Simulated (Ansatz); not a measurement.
Reaction (isomerisation): `CC(Cl)OCF` → `COC(C)(F)Cl`

Gas-phase electronic energies from Ansatz, PBE0-D4/def2-TZVP geometries. CCSD(T)/CBS adds triple-zeta CCSD(T) − MP2 to the extrapolated MP2 energy (def2 sets, frozen cores). Functionals use def2-TZVPP. B3LYP here is the variant with VWN-RPA as its local correlation; programs differ in this. HSE06 is defined as in plane-wave codes. One conformer a species, not always the lowest.

Task: Is it downhill or uphill in electronic energy at CCSD(T)/CBS, and by how much? (An estimate is asked.)

Result: Ansatz gave: Uphill: ΔE = +10.5 kJ/mol.

Task: What do these levels give: LDA (SPW92), PBE-D4, B3LYP-D4, r2SCANh-D4, HSE06-D4, ωB97X-V, ωB97M-V, B2PLYP, PBE-QIDH, BHLYP, SCS-MP2/def2-TZVPP, HF/def2-QZVPP? (An estimate is asked.)

Result: Ansatz gave: LDA (SPW92) 5.5, PBE-D4 10.8, B3LYP-D4 12.4, r2SCANh-D4 7.5, HSE06-D4 10.8, ωB97X-V 8.3, ωB97M-V 7.2, B2PLYP 12.8, PBE-QIDH 10.8, BHLYP 13.4, SCS-MP2/def2-TZVPP 12.2, HF/def2-QZVPP 16.1 kJ/mol.

Task: What do rigid-rotor, harmonic-oscillator terms from PBE0-D4/def2-TZVP frequencies (298.15 K, 1 bar) make of the CCSD(T)/CBS value? (An estimate is asked.)

Result: Ansatz gave: ΔZPE = -4.8 kJ/mol, ΔH = +6.3 kJ/mol, ΔS = -3 J/(mol·K), ΔG = +7.2 kJ/mol.

Largest T1 diagnostic among the species: 0.011.

In def2-TZVPP, CCSD(T) changes the Hartree–Fock value by −5.4 kJ/mol (the triples alone add −0.9 kJ/mol) and MP2 by −5.3 kJ/mol. Leaving LDA and LC-ωPBE aside and taking each functional with its dispersion term where it has one, the values, not all of them listed here, spread over 7.8 kJ/mol, from B97M-V to B2PLYP. LDA lies −6.3 kJ/mol from PBE without D4.
